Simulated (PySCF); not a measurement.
1-pentanethiol, C5H12S.
Atom-mapped SMILES: `[CH3:1][CH2:2][CH2:3][CH2:4][CH2:5][SH:6]` (hydrogens: H7, H8, H9 on C1; H10, H11 on C2; H12, H13 on C3; H14, H15 on C4; H16, H17 on C5; H18 on S6)

Jobs on this species (18 atoms, 58 electrons) with PySCF (density fitting). Hardware of each: an Arm Neoverse V1 with one thread (shared host). Other jobs ran on the host; a repeat could differ by tens of per cent or more. Peak memory is the resident size of the whole Python process, interpreter and libraries included.

```csv
level and settings,work,basis functions,SCF cycles,wall time,peak memory
HCTH407/6-31G*,"spin–spin couplings from 17 perturbed nuclei, spin–dipole term left out",112,?,?,?
"PBE0/6-31G*, start guess huckel","spin–spin couplings from 17 perturbed nuclei, spin–dipole term left out",112,?,?,?
"wB97X/6-311+G(2d,p), start guess huckel",shieldings,242,11,51 s,1.1 GiB
OLYP/STO-3G,"shieldings, charges and field gradients, density and orbital grids written",46,11,12 s,0.35 GiB
```

Q: Fill in the missing figures.

A: 
- HCTH407/6-31G*; spin–spin couplings from 17 perturbed nuclei, spin–dipole term left out: 19 s, 0.49 GiB, 13 SCF cycles
- PBE0/6-31G*, start guess huckel; spin–spin couplings from 17 perturbed nuclei, spin–dipole term left out: 20 s, 0.68 GiB, 13 SCF cycles

Q: What do all jobs in the table cost together?

A: About 1.7 min; the longest takes about 50 % of that, and about 4.2 times as long as the shortest.
